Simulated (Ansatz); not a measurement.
Relaxation of H3OS (5 atoms, charge 0, multiplicity 2), to a largest force component of 0.03 eV/Å in at most 50 steps.

Theory: UKS PBE-D4/6-31G* in Ansatz 0.2.0.

```xyz
5
Properties=species:S:1:pos:R:3:forces:R:3
H -0.087 -1.299 0.098 -0.05 -0.12 0.16
O 0.088 -0.778 -0.709 0.04 0.10 -0.17
S -0.238 1.194 1.014 0.02 0.01 0.00
H -0.809 -0.557 -1.038 0.00 0.01 0.01
H 1.045 1.440 0.635 -0.02 0.01 0.01
```

Q: Where does it end, and by what steps?

A: The forces met the threshold. After 4 steps the energy has fallen by 0.002 eV; H1 moved furthest, 0.07 Å.

```json
{"step": "0", "energy less start (eV)": "0.0000", "largest force component (eV/Å)": "0.172", "accepted": "yes"}
{"step": "1", "energy less start (eV)": "-0.0013", "largest force component (eV/Å)": "0.041", "accepted": "yes"}
{"step": "2", "energy less start (eV)": "-0.0017", "largest force component (eV/Å)": "0.047", "accepted": "yes"}
{"step": "3", "energy less start (eV)": "-0.0017", "largest force component (eV/Å)": "0.099", "accepted": "no"}
{"step": "4", "energy less start (eV)": "-0.0019", "largest force component (eV/Å)": "0.018", "accepted": "yes"}
```

```xyz
5
Properties=species:S:1:pos:R:3
H -0.128 -1.353 0.085
O 0.099 -0.803 -0.695
S -0.224 1.176 1.031
H -0.776 -0.509 -1.027
H 1.029 1.489 0.606
```

Time of the run: 29 s on 1 CPU thread of a shared host.
